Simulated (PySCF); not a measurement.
Carbon disulfide, CS₂, SMILES S=C=S, point group D∞h.

Level: B3LYP/pcSseg-2 in PySCF (density fitting, grid level 2); geometry and Hessian at that level, cubic constants and property derivatives from steps of ±0.6 along each species' dimensionless normal coordinates, second-order vibrational perturbation theory. The parent has the commonest isotopes.

Equilibrium geometry (Å):

| atom | x | y | z |
| --- | --- | --- | --- |
| S1 | -1.5362 | 0.3195 | -0.0244 |
| C2 | 0.0153 | 0.2307 | -0.0167 |
| S3 | 1.5668 | 0.1418 | -0.0090 |

Species: ³⁴S at 1, ¹³C at 2. Output of the displacement run:

```
mode    cm-1    km/mol   phi_rrr   E(+)/cm-1  E(-)/cm-1
  1    394.45     3.06      -0.0      71.20      71.20
  2    394.77     3.06      -0.1      71.24      71.24
  3    666.81     0.01     103.3     123.80     116.36
  4   1501.42   635.11       7.7     270.98     270.43
```

For the shielding of C2 (σe = -35.06 ppm):

| mode | ω (cm⁻¹) | Σr φrrs (cm⁻¹) | ∂σ/∂q | ∂²σ/∂q² |
| --- | --- | --- | --- | --- |
| 1 | 394 | 0 | 0.002 | -2.599 |
| 2 | 395 | 0 | 0.002 | -2.596 |
| 3 | 667 | 193 | 10.094 | -0.751 |
| 4 | 1501 | 2 | 0.103 | -0.819 |

Question: Work out the zero-point average of this shielding.

Answer: With ⟨qs⟩ = −Σr φrrs/(4ωs) and ⟨qs²⟩ = 1/2: the mean displacements are 0.000, 0.000, -0.072, 0.000. The anharmonic term Σ (∂σ/∂q)⟨q⟩ is -0.73 ppm, the harmonic term ¼ Σ ∂²σ/∂q² is -1.69 ppm, so ⟨σ⟩ = -37.48 ppm.
